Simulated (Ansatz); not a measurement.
Compare A (`CC(N)=C=O`) with its isomer B (`NC1=COC1`).

Computed with Ansatz on PBE0-D4/def2-TZVP structures; ΔE is electronic, products minus reactants. CCSD(T)/CBS is the MP2 limit (def2-TZVPP, def2-QZVPP) plus CCSD(T) − MP2 in def2-TZVPP, frozen cores. DFT in def2-TZVPP. One conformer a species, not always the lowest.

Which isomer does CCSD(T)/CBS put lower? Give the gap. (Best estimate.)

The calculation gave: A, by 21.5 kcal/mol.

Give E(B) − E(A) in kcal/mol with HF/def2-TZVPP, BLYP-D4, CCSD(T)/def2-TZVPP, MP2/def2-TZVPP, PBE-D4, LDA (SPW92), CCSD/def2-TZVPP. (Estimate.)

Computed: HF/def2-TZVPP 26.6, BLYP-D4 27.6, CCSD(T)/def2-TZVPP 22.2, MP2/def2-TZVPP 22.8, PBE-D4 23.0, LDA (SPW92) 17.6, CCSD/def2-TZVPP 22.2. None reverses the order clearly.

Does the order hold for the free energy at 298.15 K (harmonic terms from PBE0-D4)? (Best estimate.)

Computed: Yes: G(B) − G(A) = +23.7 kcal/mol, for one conformer each.

Largest T1 diagnostic: 0.015.

In def2-TZVPP, CCSD(T) changes the Hartree–Fock value by −4.4 kcal/mol (the triples alone add +0.0 kcal/mol) and MP2 by −3.8 kcal/mol. At CCSD(T), def2-SVP lies +3.2 kcal/mol from the extrapolated value and def2-TZVPP +0.8 kcal/mol.
